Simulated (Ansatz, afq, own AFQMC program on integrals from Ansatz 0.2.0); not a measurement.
**GeH3, doublet in 6-31G, levels against full CI**

```xyz
4

Ge    0.0001    0.0000   -0.0278
H     2.1726    0.0250    0.6712
H    -1.1097    1.8702    0.6650
H    -1.0665   -1.8949    0.6656
```

Basis 6-31G. Only valence electrons are correlated. Ansatz 0.2.0 and our own AFQMC program on the same integrals; the CISD trial comes from CCSD amplitudes, and released means the phaseless constraint is let go. ± is one standard error of the sampling. No spin–orbit coupling.

Determinant: ROHF, the one that the program's search chose, which needn't be the lowest solution. The geometry is a point of a scan.

Full CI on the same integrals is exact in this basis and with this determinant's frozen core.

Cautions: no relativity below Rb; no spin-orbit coupling; inner d shell frozen; a spin-contaminated unrestricted determinant lies lower (UHF 962 meV lower, ⟨S²⟩ 1.50); the released energies are still falling, so no released level is given (meV from the phaseless value at times in 1/Eh: -5 ± 4 at 0.24, -14 ± 3 at 0.51, -27 ± 4 at 0.99, -35.2 ± 2.5 at 1.62, -41 ± 3 at 2.40).

The T1 diagnostic is 0.0380 and the weight of the determinant in the CISD state is 0.808. The size of the correlated space is 7 electrons in 21 orbitals.

```json
{"level": "MP2", "correlation energy (eV)": "-2.1888"}
{"level": "CCSD", "correlation energy (eV)": "-3.4561"}
{"level": "CCSD(T)", "correlation energy (eV)": "-3.5945"}
```

Question: Estimate where phaseless AFQMC with a CISD trial lies against CCSD(T) on the same integrals.

Answer: 0.4 ± 0.5 kJ/mol above CCSD(T). The gap is under twice the noise, so this walk alone can't tell the two apart.

Reference: full CI, correlation energy -3.666 eV.

```json
{"level": "CCSD(T)", "E − E(reference) (kJ/mol)": "6.9", "share of correlation (%)": "98.04"}
{"level": "CCSDT", "E − E(reference) (kJ/mol)": "0.5", "share of correlation (%)": "99.85"}
{"level": "CCSDT(Q)", "E − E(reference) (kJ/mol)": "0.1", "share of correlation (%)": "99.96"}
{"level": "CCSDTQ", "E − E(reference) (kJ/mol)": "0.0", "share of correlation (%)": "100.00"}
{"level": "ph-AFQMC/CISD", "E − E(reference) (kJ/mol)": "7.3 ± 0.5", "share of correlation (%)": "97.94"}
```

CCSDT and higher add their correlation energy to the determinant of the CCSD(T) run, since their own runs factorise the integrals more tightly (a shift of under 2 meV). A walk keeps the symmetry of its determinant, which the program's search chose and which needn't be the lowest solution, so a lower state of the same spin and another symmetry isn't excluded.
